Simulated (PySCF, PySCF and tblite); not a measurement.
A run on one conformer of C5H10O, numbered as in [CH3:1][C:2]([CH3:3])([CH3:4])[CH:5]=[O:6], from an ensemble study. The sound level was mPW1PW91/pcSseg-1 (IEF-PCM, chloroform) on GFN2-xTB geometries.

Input:

```
{"job": {"xc": "mPW1PW91", "basis": "pcSseg-1", "solvent": "dichloromethane", "scf": {"max_cycle": 57}, "kind": "nmr", "pop": false}, "charge": 0, "multiplicity": 2}
C     -1.211965    -0.277286     0.880123
C      0.025421    -0.076307     0.008584
C      0.941978     0.996132     0.609317
C     -0.375607     0.321223    -1.417046
C      0.820963    -1.359315    -0.083505
O      0.545463    -2.401372     0.438119
H     -0.921004    -0.582458     1.882198
H     -1.844583    -1.056049     0.461495
H     -1.784924     0.644372     0.945457
H      1.834595     1.127944     0.001352
H      0.415018     1.946167     0.659375
H      1.246681     0.717392     1.615634
H      0.503288     0.446082    -2.046138
H     -1.013200    -0.440581    -1.860193
H     -0.922978     1.260746    -1.398180
H      1.733254    -1.257747    -0.708001
```

Command: OMP_NUM_THREADS=1 python ens_run.py task.json out

Output:

```
RuntimeError: Electron number 48 and spin 1 are not consistent
Note mol.spin = 2S = Nalpha - Nbeta, not 2S+1
```

Q: What is wrong with this calculation?

A: The setting at fault: wrong multiplicity. (The solvent model also differs from the sound level's.) The input was rejected before any iteration.
